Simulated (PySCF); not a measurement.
A TDDFT job was run through a driver script with this input:

```
{"job": {"kind": "uv", "xc": "PBE0", "basis": "def2-SVPD", "nstates": 8, "ntriplets": 3}, "charge": 0, "multiplicity": 1}
C      2.276754    -0.082155     0.366411
N      1.489600     0.024135    -0.821511
C      0.236326     0.057666    -0.854356
C     -0.766316     0.017934     0.261983
C     -2.029901    -0.727190    -0.128811
S     -1.219479     1.780724     0.628687
H      1.729834    -0.309836     1.288154
H      3.026442    -0.854308     0.190797
H      2.807524     0.863536     0.495226
H     -0.202672     0.171233    -1.841407
H     -0.351411    -0.391827     1.185081
H     -1.795289    -1.769864    -0.336281
H     -2.758853    -0.684958     0.677839
H     -2.472272    -0.282055    -1.018050
H      0.025298     2.194953     0.861705
```

Its output, with some lines taken out ([cut]):

```
coarse grid: 12616 points
cycle   1  E = -610.0034266665  dE =  5.247e-01  |g| = 3.487e-01  |ddm| = 5.872e+00
cycle   2  E = -609.9822552203  dE =  2.117e-02  |g| = 4.839e-01  |ddm| = 2.066e+00
cycle   3  E = -610.0349727274  dE = -5.272e-02  |g| = 1.115e-01  |ddm| = 1.372e+00
cycle   4  E = -610.0376647167  dE = -2.692e-03  |g| = 3.115e-02  |ddm| = 2.427e-01
cycle   5  E = -610.0378976816  dE = -2.330e-04  |g| = 6.188e-03  |ddm| = 8.583e-02
cycle   6  E = -610.0379071623  dE = -9.481e-06  |g| = 2.190e-03  |ddm| = 1.736e-02
final grid: 115920 points
cycle   7  E = -610.1016823914  dE = -3.059e-05  |g| = 9.839e-03  |ddm| = 1.186e-01
cycle   8  E = -610.1016625589  dE =  1.983e-05  |g| = 1.293e-02  |ddm| = 4.155e-02
cycle   9  E = -610.1017085966  dE = -4.604e-05  |g| = 8.942e-04  |ddm| = 2.428e-02
cycle  10  E = -610.1017088014  dE = -2.048e-07  |g| = 1.920e-04  |ddm| = 1.976e-03
cycle  11  E = -610.1017088088  dE = -7.320e-09  |g| = 9.549e-05  |ddm| = 4.457e-04
cycle  12  E = -610.1017088104  dE = -1.633e-09  |g| = 4.336e-05  |ddm| = 2.694e-04
cycle  13  E = -610.1017088108  dE = -4.360e-10  |g| = 4.210e-06  |ddm| = 1.155e-04
converged SCF energy = -610.1017088108

[cut]

Singlet excitations
state   eV       nm        f      main configurations
  1   4.5701    271.3   0.00383   H->L 0.87
  2   5.2245    237.3   0.01168   H-1->L 0.75, H->L+1 0.08
  3   5.7484    215.7   0.02853   H->L+1 0.82, H-1->L 0.11
  4   6.2598    198.1   0.01526   H-1->L+1 0.85
  5   6.5166    190.3   0.00253   H->L+2 0.85
[cut]
[cut]
  8   7.0197    176.6   0.09347   H-2->L 0.42, H->L+3 0.22, H-1->L+2 0.16

Triplet excitations (Tamm-Dancoff, eV): 3.8353 4.5342 4.9791
```

The calculation used TDDFT PBE0/def2-SVPD, vertical, gas phase, core orbitals frozen in the response in PySCF. The structure is a single GFN2-xTB conformer in the gas phase; no vibrational or solvent corrections.

Question: What stood in the cut lines?

Answer: 
```
Static polarisability (au): isotropic 79.670, principal 66.768 77.347 94.895
  6   6.8793    180.2   0.00709   H->L+4 0.74, H->L+3 0.14
  7   6.9709    177.9   0.04437   H->L+3 0.58, H->L+4 0.14, H-2->L 0.14
```

Question: What is the polarisability anisotropy, √(½[(α1 − α2)² + (α2 − α3)² + (α3 − α1)²])?

Answer: 24.61 au.

Question: What is the total energy of state 6 at this geometry?

Answer: -610.10171 + 0.25281 = -609.84890 hartree.

Question: Give the mean polarisability in Å³.

Answer: 79.67 au × 0.148185 = 11.81 Å³.

Question: Which species is it?

Answer: `C/N=C\[C@H](C)S` (C4H9NS), point group C1.

The SCF starts on a coarse grid; the energy jumps when the final grid takes over, and dE counts afresh there. H and L stand for HOMO and LUMO.

Shape of the structure used: `[CH3:1]/[N:2]=[CH:3]\[C@H:4]([CH3:5])[SH:6]`: N2–C3–C4–C5 -145°, H–S6–C4–C3 -56°.
